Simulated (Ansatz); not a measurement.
# BH4OSi+ (SMILES OB[SiH2+]): one structure at several levels

A test off equilibrium: a structure displaced at random from a GFN2-xTB minimum is computed at several levels, and each is set against CCSD(T).

The runs use Ansatz 0.2.0, Gaussian basis; single points in def2-TZVPP.

Cores are frozen in the correlated methods. B3LYP uses VWN-RPA correlation.

**1. Where the work starts**

SMILES `OB[SiH2+]`, 7 atoms, charge 1, spin multiplicity 1.

Atoms are counted from 1 here; the program's logs count them from 0.

Bond lengths: O1–B2 1.319 Å, O1–H4 0.973 Å, B2–Si3 2.044 Å, B2–H5 1.157 Å, Si3–H6 1.478 Å, Si3–H7 1.459 Å. Angles: B2–O1–H4 123.6°, O1–B2–Si3 108.8°, O1–B2–H5 125.0°, Si3–B2–H5 126.2°, B2–Si3–H6 123.9°, B2–Si3–H7 128.0°, H6–Si3–H7 108.0°.

Coordinates:

| atom | x (Å) | y (Å) | z (Å) |
| --- | --- | --- | --- |
| O1 | -1.4799 | 0.1970 | -0.4064 |
| B2 | -0.2908 | -0.2874 | -0.7066 |
| Si3 | 1.0047 | 0.1595 | 0.8098 |
| H4 | -2.2709 | 0.0595 | -0.9559 |
| H5 | -0.0353 | -0.8674 | -1.6749 |
| H6 | 0.5789 | 0.5061 | 2.1819 |
| H7 | 2.4578 | 0.2735 | 0.7467 |

**2. CCSD(T)/def2-TZVPP**

File run/in.yaml:

```yaml
crystal:
  periodic: [false, false, false]
  atoms:
    - {symbol: O, position_ang: [-1.479900, 0.197000, -0.406400]}
    - {symbol: B, position_ang: [-0.290800, -0.287400, -0.706600]}
    - {symbol: Si, position_ang: [1.004700, 0.159500, 0.809800]}
    - {symbol: H, position_ang: [-2.270900, 0.059500, -0.955900]}
    - {symbol: H, position_ang: [-0.035300, -0.867400, -1.674900]}
    - {symbol: H, position_ang: [0.578900, 0.506100, 2.181900]}
    - {symbol: H, position_ang: [2.457800, 0.273500, 0.746700]}
basis:
  gaussian: {orbitals: def2-TZVPP}
total_charge: 1
correlation: {method: ccsd_t}
output: {forces: true}
```

No record of the launch command was kept for these runs.

**3. PBE0-D4/def2-TZVPP**

Edit run/in.yaml of step 2 so:

```diff
@@ -13,3 +13,3 @@
 total_charge: 1
-correlation: {method: ccsd_t}
-output: {forces: true}
+hamiltonian: {xc: pbe0, dispersion: d4}
+output: {forces: true, orbitals: {seedname: orbitals}}
```

**4. wB97M-V/def2-TZVPP**

Edit run/in.yaml of step 3 so:

```diff
@@ -13,3 +13,3 @@
 total_charge: 1
-hamiltonian: {xc: pbe0, dispersion: d4}
-output: {forces: true, orbitals: {seedname: orbitals}}
+hamiltonian: {xc: {name: wB97M-V}}
+output: {forces: true}
```

**5. r2SCAN-D4/def2-TZVPP**

Edit run/in.yaml of step 4 so:

```diff
@@ -13,3 +13,3 @@
 total_charge: 1
-hamiltonian: {xc: {name: wB97M-V}}
+hamiltonian: {xc: r2scan, dispersion: d4}
 output: {forces: true}
```

**6. PBE-D4/def2-TZVPP**

Edit run/in.yaml of step 5 so:

```diff
@@ -13,3 +13,3 @@
 total_charge: 1
-hamiltonian: {xc: r2scan, dispersion: d4}
+hamiltonian: {xc: pbe, dispersion: d4}
 output: {forces: true}
```

**7. BHLYP-D4/def2-TZVPP**

Edit run/in.yaml of step 6 so:

```diff
@@ -13,3 +13,3 @@
 total_charge: 1
-hamiltonian: {xc: pbe, dispersion: d4}
+hamiltonian: {xc: {name: BHLYP}, dispersion: d4}
 output: {forces: true}
```

**8. B3LYP-D4/def2-TZVPP**

Edit run/in.yaml of step 7 so:

```diff
@@ -13,3 +13,3 @@
 total_charge: 1
-hamiltonian: {xc: {name: BHLYP}, dispersion: d4}
+hamiltonian: {xc: {name: B3LYP}, dispersion: d4}
 output: {forces: true}
```

(Steps that only read results are left out.)

**Question.** What will these runs give? Wanted: energy less free atoms, CCSD(T)/def2-TZVPP; RMS force component; RMS force error; HOMO and LUMO, PBE0-D4; T1 diagnostic.

**Answer**, as computed:

| quantity | value |
| --- | --- |
| energy less free atoms, CCSD(T)/def2-TZVPP | -359.3 kcal/mol |
| RMS force component | 0.328 to 0.414 eV/Å over the methods |
| RMS force error | PBE0-D4 0.177, wB97M-V 0.121, r2SCAN-D4 0.113, PBE-D4 0.215, BHLYP-D4 0.281, B3LYP-D4 0.128 eV/Å |
| HOMO and LUMO, PBE0-D4 | -14.27 and -9.62 eV |
| T1 diagnostic | 0.015 |

In words: Against CCSD(T) the functionals' energies less atoms differ by -18.7 to -3.9 kcal/mol, PBE-D4 by -18.7 kcal/mol. CCSD(T) in triple zeta still lacks some correlation energy of the bonds, so part of these gaps is its own basis error and they don't rank the functionals. For forces r2SCAN-D4 does best and BHLYP-D4 worst. Frozen-core CCSD(T) forces in triple zeta carry basis errors of their own, and this is one geometry, so small gaps rank nothing.
